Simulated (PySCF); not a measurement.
# C₄H₄F₂: electronic excitations and core binding energies

Aim: predict the electronic excitations and core binding energies of C₄H₄F₂ (`C#CCC(F)F`).

Programs: PySCF 2.14.0, with density-fitted response routines of our own. Each step states its level of theory. These are calculated values for one molecule in the gas phase, unless marked as measured. Atoms are numbered from 0 throughout.

**1. The starting structure**

10 atoms, charge 0, multiplicity 1; geometry from: GFN2-xTB.

Bonds of the start (Å): C0–C1 1.20, C1–C2 1.45, C2–C3 1.53, C3–F4 1.36, C3–F5 1.35, C0–H6 1.05, C2–H7 1.09, C2–H8 1.09, C3–H9 1.10.

**2. TDDFT and polarisability: CAM-B3LYP/def2-SVPD**

Job settings and geometry (Å):

```
{"job": {"kind": "uv", "xc": "CAM-B3LYP", "basis": "def2-SVPD", "nstates": 8, "ntriplets": 3}, "charge": 0, "multiplicity": 1}
C      2.211363     0.437193    -0.472687
C      1.190016     0.080753     0.036971
C     -0.060138    -0.344911     0.632469
C     -1.239546    -0.014277    -0.276994
F     -2.367160    -0.616293     0.179183
F     -1.498972     1.314014    -0.281470
H      3.114044     0.749122    -0.905936
H     -0.206031     0.155370     1.593824
H     -0.048858    -1.426216     0.792575
H     -1.085835    -0.330100    -1.320462
```

Method: TDDFT CAM-B3LYP/def2-SVPD, vertical, gas phase, core orbitals frozen in the response.

Run with:

```console
$ OMP_NUM_THREADS=1 python probes_run.py task.json out
```

This one command runs all jobs of the session in turn.

**Question.** This job is followed by: delta-SCF UKS SCAN, pcX-2 on the ionised atom, pcseg-1 elsewhere, spin-free X2C. Predict these results of the whole session: lowest singlet (CAM-B3LYP/def2-SVPD); brightest single state of those computed; lowest triplet; C1s binding energies, SCAN/pcX-2 (standing for 3 of 4 atoms); F1s binding energies, SCAN/pcX-2.

The runs gave:

| quantity | value |
| --- | --- |
| lowest singlet (CAM-B3LYP/def2-SVPD) | 6.66 eV (186 nm), f = 0.000 |
| brightest single state of those computed | state 5, 7.95 eV, f = 0.055 |
| lowest triplet | 5.52 eV |
| C1s binding energies, SCAN/pcX-2 (standing for 3 of 4 atoms) | C3 295.92, C2 292.33, C0 290.65 eV |
| F1s binding energies, SCAN/pcX-2 | F4 693.33 eV |

**Reading.** The first singlet state (HOMO→LUMO+1 0.55, HOMO→LUMO+4 0.11) lies at 6.66 eV and is dark; of the 8 states computed, the strongest absorption comes from state 5 at 7.95 eV. The lowest triplet lies 1.14 eV below the lowest singlet (triplets in Tamm-Dancoff, singlets in full TDDFT). The C1s levels kept as sound span 5.27 eV, from C0 (terminal alkyne carbon) up to C3 (sp3 CH bonded to 2 F). Only 3 of the 4 C atoms are covered by sound results.
